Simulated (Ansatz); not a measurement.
# CH₃B+ (doublet): from Hartree-Fock to the top rungs, cc-pVDZ

The task here is to estimate one member of a computed series from the others.

Method: cc-pVDZ, core rule «outside noble gas», up to 2 orbitals frozen; program: Ansatz 0.2.0, Gaussian basis.

Plan: UHF; CCSD(T) on ROHF; CCSD(T) on UHF; BCCD(T) on ROHF; CISD; CCSDT(Q) on ROHF; CCSDT(Q) on UHF; CASSCF and NEVPT2, 9 electrons in 11 orbitals.

20 further runs of the same task are left out: 7 that didn't finish, 13 set aside as unsound or not needed.

## The geometry

The geometry is a PBE0/def2-TZVP stationary point (not a proven minimum) of the parent state, kept for this charge and spin.

5 atoms, charge 1, spin multiplicity 2.

Atoms are counted from 1 here; the program's logs count them from 0.

Bond lengths: B1–C2 1.496 Å, B1–H3 1.202 Å, B1–H4 1.196 Å, C2–H5 1.082 Å. Angles: C2–B1–H3 119.8°, C2–B1–H4 120.9°, H3–B1–H4 119.3°, B1–C2–H5 144.8°.

Set-up of the first run:

in.yaml reads:

```yaml
crystal:
  periodic: [false, false, false]
  atoms:
    - {symbol: B, position_ang: [0.000000, 0.050359, 0.739783]}
    - {symbol: C, position_ang: [0.000000, -0.101482, -0.748988]}
    - {symbol: H, position_ang: [0.000000, 1.148901, 1.227395]}
    - {symbol: H, position_ang: [0.000000, -0.908685, 1.455152]}
    - {symbol: H, position_ang: [0.000000, 0.428910, -1.692336]}
basis:
  gaussian: {orbitals: cc-pVDZ}
total_charge: 1
magnetization: {spin_polarized: true, initial_magnetization: 1}
hamiltonian: {xc: hf}
output: {orbitals: {seedname: orbitals}}
```

On the command line:

```sh
> ansatz run in.yaml --threads 1 --pin off --events-out ev --progress --plain --max-ram 2393MiB
```

Among the steps run: UHF; CCSD(T) on ROHF; CCSD(T) on UHF; BCCD(T) on ROHF; CISD; CCSDT(Q) on ROHF; CCSDT(Q) on UHF; CASSCF and NEVPT2, 9 electrons in 11 orbitals.

One of the session's tables, all rows but one given; the rest of the session is left out.

It belongs to the step «Misses and costs». 

```
        method  from UCCSDT(Q) (meV)
          ROHF               +5651.9
           UHF               +5535.4
          RMP2               +1312.9
          UMP2               +1311.9
          CISD                +572.1
         RCCSD                +224.8
         UCCSD                +223.5
      RCCSD(T)                 +56.6
      UCCSD(T)                 +57.5
       BCCD(T)                 +58.9
        RCCSDT                 +10.2
        UCCSDT                     ?
     RCCSDT(Q)                  +2.3
     UCCSDT(Q)                     0
CASSCF valence               +2849.7
NEVPT2 valence                +691.6
```

Q: Estimate the row for UCCSDT from the others.

As computed: from UCCSDT(Q) (meV): +10.1. In the column «from UCCSDT(Q) (meV)» it lies between RCCSDT(Q) (+2.3) and RCCSDT (+10.2).

Limits of these values: Restricted and unrestricted rows rest on different reference determinants; where their highest levels disagree by more than a few hundredths of an eV, they describe different states and don't form one ladder.
